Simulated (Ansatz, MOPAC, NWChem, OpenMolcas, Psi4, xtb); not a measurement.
C2H5Al (SMILES C=[CH][AlH2]): the highest harmonic wavenumber at each level's own minimum, rung by rung

C2H5Al, singlet, SMILES `C=[CH][AlH2]`. Each level relaxes the structure for itself.

Quantity: the highest harmonic wavenumber at each level's own minimum, in cm⁻¹. The values are calculated.

| level | kind | program | value (cm⁻¹) |
| --- | --- | --- | --- |
| AM1 | semi-empirical | MOPAC | 3188 |
| MNDO | semi-empirical | MOPAC | 3413 |
| PM3 | semi-empirical | MOPAC | 3177 |
| GFN2-xTB | semi-empirical | xtb | 3038 |
| HF/3-21G | Hartree–Fock | NWChem | 3343 |
| HF/6-31G* (Cartesian functions) | Hartree–Fock | OpenMolcas | 3368 |
| B3LYP/def2-SVP | global hybrid | NWChem | 3175 |
| PBE0-D4/def2-TZVP | global hybrid | Ansatz | 3185 |
| B3LYP-D3(BJ)/def2-TZVP (density fitting) | global hybrid | Psi4 | 3166 |

Harmonic and unscaled. The values span 3038 to 3413 cm⁻¹.
